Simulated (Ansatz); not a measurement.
Energy needed to pull apart C2H4S (SMILES C=CS), singlet, into free ground-state atoms, from the structure below (displaced at random from its PBE0-D4/def2-TZVP minimum); no zero-point or spin–orbit terms; open-shell atoms are treated unrestricted, in their ground-state multiplicity.

```json
{"atom": "C1", "x (Å)": "-0.9431", "y (Å)": "0.3350", "z (Å)": "-0.5314"}
{"atom": "C2", "x (Å)": "0.2341", "y (Å)": "0.1681", "z (Å)": "0.0567"}
{"atom": "S3", "x (Å)": "0.7921", "y (Å)": "-1.3843", "z (Å)": "0.6549"}
{"atom": "H4", "x (Å)": "-1.6526", "y (Å)": "-0.5077", "z (Å)": "-0.6963"}
{"atom": "H5", "x (Å)": "-1.2338", "y (Å)": "1.2949", "z (Å)": "-0.9020"}
{"atom": "H6", "x (Å)": "0.8903", "y (Å)": "0.9918", "z (Å)": "0.2112"}
{"atom": "H7", "x (Å)": "1.9770", "y (Å)": "-0.9593", "z (Å)": "1.1038"}
```

Computed with Ansatz 0.2.0 (basis: def2-TZVPP); correlated methods freeze the cores.

```csv
method,atomization energy (kJ/mol)
PBE-D4,2673
r2SCAN-D4,2616
PBE0-D4,?
wB97M-V,?
HF,1894
MP2,2567
CCSD,2493
CCSD(T),2535
```

Question: What does wB97M-V give? (To be estimated.)

Answer: The calculation gives: 2616 kJ/mol, which is about 81 kJ/mol more than CCSD(T)/def2-TZVPP.

Question: What does PBE0-D4 give? (An estimate is asked for; the value comes from the calculation.)

Answer: Computed: 2623 kJ/mol, which is about 88 kJ/mol more than CCSD(T)/def2-TZVPP.

In triple zeta the MP2 and coupled-cluster atomization energies are still short of their basis limit by a few kcal/mol a bond, whereas those of the functionals are nearly converged, so these differences are not deviations from converged CCSD(T).

The T1 diagnostic stays at or below 0.012.

For scale, one of the runs: CCSD(T)/def2-TZVPP forces, 160 basis functions (an equivalent command: `ansatz run in.yaml --threads 2`). Hardware: 2 CPU threads, shared host. Wall time 110 s; peak host memory 2 GiB.
